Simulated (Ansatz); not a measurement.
What does this script print? It uses Ansatz 0.2.0 through its Python package.

`c4h8o2.xyz`
```text
14

C     2.06080    0.48140   -0.11440
O     1.04660   -0.46810   -0.41040
C    -0.18640   -0.31840    0.33170
C    -1.33810   -1.25470   -0.05750
O    -2.26460   -0.14240   -0.15170
C    -1.15480    0.78860   -0.10700
H     1.71170    1.49180   -0.34550
H     2.93610    0.25930   -0.72990
H     2.34210    0.41450    0.94040
H     0.00080   -0.32430    1.41260
H    -1.23340   -1.76730   -1.01880
H    -1.63820   -1.96930    0.71380
H    -1.31760    1.58140    0.62800
H    -0.96500    1.22760   -1.09140
```

`c4h8o2.py`
```python
"""Single point of C4H8O2."""

from pathlib import Path

import ansatz as az
import numpy as np

BASIS_SET = "cc-pVDZ"
METHOD = "mp2"

geometry = az.Crystal.molecule_from_extxyz("c4h8o2.xyz")

base = geometry.calculation()
base = base.basis(gaussian=BASIS_SET)
base = base.correlation(METHOD).forces()
base = base.orbitals()
out = base.run(threads=1, runs_dir="c4h8o2_runs")
summary = out.report

print(f"E = {summary['free_energy_ev']:.6f} eV = {summary['free_energy_ev'] / 27.211386246:.7f} Ha")
print("converged:", summary["converged"], " doubts:", summary["published_state_doubts"] or "none")

print("correlation energy", round(summary["free_energy_ev"] - summary["reference_energy_ev"], 5), "eV")
cluster = summary["correlation"].get("coupled_cluster")
if cluster:
    print("cycles", cluster["cycles"], " T1 diagnostic", round(cluster["t1_diagnostic"], 4), " largest double", round(cluster["largest_double"], 4))

state = summary["mean_field"]["state"]
print(f"mean field: {state['energy']['hartree']:.7f} Ha, <S^2> = {abs(state['spin_squared']):.4f}, stability: {state.get('stability', {}).get('kind')}")

symbols = [site.symbol for site in geometry.cartesian_sites]
forces = np.array(summary["forces_ev_ang"])
print("largest force", round(float(np.linalg.norm(forces, axis=1).max()), 4), "eV/A, rms", round(float(np.sqrt((forces ** 2).mean())), 4))

charges = summary["charge_distribution"]
dipole = np.array(charges["dipole_moment_e_ang"]) * 4.803205
print("dipole (D): {:.3f} {:.3f} {:.3f}, length {:.3f}".format(*dipole, np.linalg.norm(dipole)))
print("atom  Mulliken   Lowdin")
for symbol, m, l in zip(symbols, charges["mulliken_charges_e"], charges["lowdin_charges_e"]):
    print(f"{symbol:4s} {m:9.3f} {l:8.3f}")

lines = Path(summary["orbitals_path"]).read_text().splitlines()
field_of = lambda key: [line.split("=")[1].strip() for line in lines if line.startswith(key)]
orbitals = [(27.211386 * float(e), s, float(n)) for e, s, n in zip(field_of("Ene="), field_of("Spin="), field_of("Occup="))]
homo = max(e for e, _, n in orbitals if n > 0.5)
lumo = min(e for e, _, n in orbitals if n < 0.5)
print(f"HOMO {homo:.3f} eV, LUMO {lumo:.3f} eV, gap {lumo - homo:.3f} eV")
```

```console
$ python c4h8o2.py
E = -8346.406368 eV = -306.7247766 Ha
converged: True  doubts: none
correlation energy -25.08489 eV
mean field: -305.8029240 Ha, <S^2> = 0.0000, stability: minimum
largest force 1.8362 eV/A, rms 0.4259
dipole (D): 1.783 0.747 0.952, length 2.155
atom  Mulliken   Lowdin
C        0.108   -0.020
O       -0.371    0.140
C       -0.023   -0.127
C        0.205   -0.025
O       -0.379    0.121
C        0.186   -0.042
H        0.022   -0.017
H        0.055    0.001
H        0.023   -0.015
H        0.025    0.002
H        0.042   -0.002
H        0.039   -0.004
H        0.034   -0.007
H        0.034   -0.004
HOMO -11.232 eV, LUMO 4.738 eV, gap 15.970 eV
```

Notes:
- Total energies depend on the basis set; only differences at equal settings carry meaning.
- The geometry is a force-field or estimated start, not a minimum of this method, and the basis set is short of its limit.
- The Löwdin charges here are taken after orthogonalising the functions within each atom; they differ from plain Löwdin charges, and their signs can be unphysical.
- Levels such as HOMO and LUMO are orbital energies: in Hartree-Fock the gap is too wide and the LUMO hangs on the basis.
- Inner cores stay frozen, so this is valence correlation.
- S² is that of the Hartree-Fock reference.
- The whole script took 7.5 s on 1 thread of Arm Neoverse V1, with other jobs on the host, peak memory 0.38 GiB.
